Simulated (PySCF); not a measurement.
Orbital picture of BH⁻

LC-ωPBE at R = 1.262 Å; basis B def2-TZVPPD, H def2-TZVPPD; no relativity; PySCF 2.14. State: ²Π (doublet), unpaired electrons π ↑. Only the outer orbitals are listed, counted within each symmetry.

```tsv
spin	orbital	occ.	ε (eV)	on B (%)	main shells (%)
α	2σ	1	-9.40	65	56 B s, 35 H s, 8 B p
α	3σ	1	-2.31	85	58 B p, 24 B s, 10 H s
α	1π	1	-0.57	102	101 B p
α	4σ	0	5.39	96	98 B s, 10 H s
β	2σ	1	-8.56	58	47 B s, 42 H s, 10 B p
β	3σ	1	-1.78	86	58 B p, 27 B s
β	4σ	0	5.48	97	98 B s, 11 H s
```

Which are the highest filled and the lowest empty level, where do they sit, and how wide is the gap?

Highest filled α 1π at -0.57 eV (in %: 101 B p); lowest empty α 4σ at 5.39 eV (in %: 98 B s, 10 H s); the gap at LC-ωPBE is 5.96 eV. An empty level above zero is unbound, and its energy depends on the basis.

| Quantity | Value |
| --- | --- |
| bond order (Mayer) | 1.30 |
| ⟨S²⟩ | 0.758 |
| charge on B (Mulliken, basis-dependent) | -0.97 |
| charge on B (Löwdin, basis-dependent) | -0.61 |
| dipole moment (positive dipole points towards H; it is taken about the centre of mass and depends on that origin) | 1.96 D |

Shares are Mulliken populations and can fall outside 0 to 100 %.

The state was picked by a PBE0 search and need not be the measured ground state.
